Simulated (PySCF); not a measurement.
Ketene, C₂H₂O, SMILES C=C=O, point group C2v.

Level: PBE0/pcSseg-2 in PySCF (density fitting, grid level 2); geometry and Hessian at that level, cubic constants and property derivatives from steps of ±0.6 along each species' dimensionless normal coordinates, second-order vibrational perturbation theory. The parent has the commonest isotopes.

Equilibrium geometry (Å):

```
atom        x        y        z
  C1  -0.5298   0.0365  -0.1827
  C2   0.7653  -0.0461  -0.0335
  O3   1.9115  -0.1191   0.0986
  H4  -1.0409  -0.6887  -0.7967
  H5  -1.0717   0.8288   0.3100
```

An isotope shift is δ(isotopologue) − δ(parent), that is, the negative of the change in the averaged GIAO shielding; n counts bonds from the nearest label (0: the labelled atom itself). These are computed values; those of heavy atoms are rounded to 5 ppb, about the numerical noise. One-bond deuterium shifts of ¹³C at such levels come out too large, by a quarter to a half.

**Question.** What isotope shifts arise with ²H at 4?

**Answer.** 
| nucleus | n | 0 K (ppb) | 100 K (ppb) |
| --- | --- | --- | --- |
| H4 | 0 | -74 | -73 |
| C1 | 1 | -220 | -220 |
| C2 | 2 | 230 | 230 |
| H5 | 2 | -4 | -5 |
| O3 | 3 | 710 | 705 |

**Question.** What isotope shifts arise with ¹³C at 2?

**Answer.** 
```json
{"nucleus": "C2", "n": "0", "0 K (ppb)": "-60", "100 K (ppb)": "-60"}
{"nucleus": "C1", "n": "1", "0 K (ppb)": "-25", "100 K (ppb)": "-25"}
{"nucleus": "O3", "n": "1", "0 K (ppb)": "-245", "100 K (ppb)": "-240"}
{"nucleus": "H4", "n": "2", "0 K (ppb)": "0", "100 K (ppb)": "-1"}
{"nucleus": "H5", "n": "2", "0 K (ppb)": "0", "100 K (ppb)": "0"}
```

**Question.** What isotope shifts arise with ²H at 4, ²H at 5?

**Answer.** 
```csv
nucleus,n,0 K (ppb),100 K (ppb)
H4,0,-85,-85
H5,0,-85,-85
C1,1,-480,-485
C2,2,445,440
O3,3,1370,1365
```
